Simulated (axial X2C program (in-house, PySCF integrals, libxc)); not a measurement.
Potential curves of PC, two-component

All values were computed with an in-house all-electron X2C program for linear molecules (integrals from PySCF). Two-component (2c) means X2C with spin–orbit coupling and atomic mean-field two-electron Coulomb and Gaunt terms. Basis: P dyall-v3z [8s7p2d1f], C dyall-v3z [7s6p2d1f] (cores contracted in-house); Gaussian nuclei, density fitting, unrestricted open shells. Masses: P 30.974 u, C 12.000 u.

State: Ω = 1/2 (⟨Sz⟩ = 0.50, ⟨Lz⟩ = 0.00 at HF). Energies in eV from the fragments at the same level (P + C). Fits are polynomials in 1 − R0/R over 0.85 to 1.23 times the lowest point R0.

| R (Å) | HF | B97-3 | PBE0 |
| --- | --- | --- | --- |
| 1.3563 | -0.9441 | -3.8045 | -3.7003 |
| 1.4187 | -1.8558 | -4.7006 | -4.5954 |
| 1.4655 | -2.2814 | -5.0887 | -4.9830 |
| 1.5122 | -2.5430 | -5.2890 | -5.1824 |
| 1.5590 | -2.6803 | -5.3426 | -5.2346 |
| 1.6136 | -2.7216 | -5.2624 | -5.1529 |
| 1.6681 | -2.6684 | -5.0691 | -4.9596 |
| 1.7383 | -2.5023 | -4.7087 | -4.6042 |
| 1.8240 | -2.2037 | -4.1785 | -4.0916 |
| 1.9487 | -1.6740 | -3.3790 | -3.3239 |

The state is one determinant whose occupation by symmetry is held fixed; it was picked as the lowest of a PBE0 search that is not exhaustive. Dissociation energies refer to the lowest single-determinant-based atoms at the same level and basis. Density functionals use the spin component along the axis (collinear). The 2c atoms are single determinants rather than J levels; their spin–orbit lowering is only partly caught, and De is too large by that part. This holds for B97-3, PBE0. Without a current term, density functionals place determinants with orbital angular momentum somewhat too high. The determinant is spin-polarised beyond a pure state at some levels (its spin-free form has ⟨S²⟩ too high), which makes Re and μ there less reliable.

Q: What are Re, ωe and De at the HF level?

A: At HF, 2c: Re = 1.607 Å, ωe ≈ 1010 cm⁻¹, De = 2.72 eV to P + C; Be follows as 0.754 cm⁻¹.

Q: Fit the B97-3 curve near its minimum: give the equilibrium distance, the harmonic wavenumber and the well depth.

A: At B97-3, 2c: Re = 1.555 Å, ωe ≈ 1290 cm⁻¹, De = 5.34 eV to P + C; Be follows as 0.806 cm⁻¹.

Q: What are Re, ωe and De at the PBE0 level?

A: At PBE0, 2c: Re = 1.555 Å, ωe ≈ 1290 cm⁻¹, De = 5.24 eV to P + C; Be follows as 0.806 cm⁻¹.
